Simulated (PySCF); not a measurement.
Isomers of C4H7NO. Level of theory: PBE0-D3(BJ)/def2-SVP geometry optimisation, gas phase in PySCF 2.14.0. One conformer each; no zero-point energy, no entropy. No frequencies were run at this level. Point groups hold within 0.08 Å.

**Question.** Rank from lowest to highest electronic energy at this level (kcal/mol).
A. `[CH3:1][O:2][C@@H:3]([CH3:4])[C:5]#[N:6]` with C1–O2–C3–C4 172°
B. `[CH3:1][C:2](=[O:3])[N:4]1[CH2:5][CH2:6]1` with C1–C2–N4–C5 144° (acetylethylenimine)
C. `[CH3:1][CH2:2][O:3][CH2:4][C:5]#[N:6]` with C1–C2–O3–C4 -68°, C2–O3–C4–C5 -62°
D. `[CH2:1]=[CH:2][NH:3][C:4]([CH3:5])=[O:6]` with C1–C2–N3–C4 180°, C2–N3–C4–C5 180°
E. `[CH3:1][O:2][CH2:3][CH2:4][C:5]#[N:6]` with C1–O2–C3–C4 -179°, O2–C3–C4–C5 -179°

**Answer.** D (0.0), B (19.7), E (26.4), A (27.0), C (28.4).

As drawn, the lowest has a C=O bond, an N–H bond and a C(=O)–N unit, which the highest lacks; the highest has a C≡N group, which the lowest lacks. Neighbours under 2.5 kcal/mol apart (COCCC#N and CO[C@@H](C)C#N; CO[C@@H](C)C#N and CCOCC#N) can change places with a better method, another conformer or zero-point energy.

```tsv
SMILES	E (Eh)	E rel (kcal/mol)	dipole (D)	point group	A, B, C (MHz)
C=CNC(C)=O	-286.08199	0.0	3.42	–	9382, 2100, 1735
CC(=O)N1CC1	-286.05068	19.7	3.26	C1	6705, 3145, 2315
COCCC#N	-286.03999	26.4	3.76	–	18642, 1420, 1353
CO[C@@H](C)C#N	-286.03890	27.0	3.15	C1	4393, 3359, 2042
CCOCC#N	-286.03667	28.4	3.17	C1	7061, 2161, 1959
```
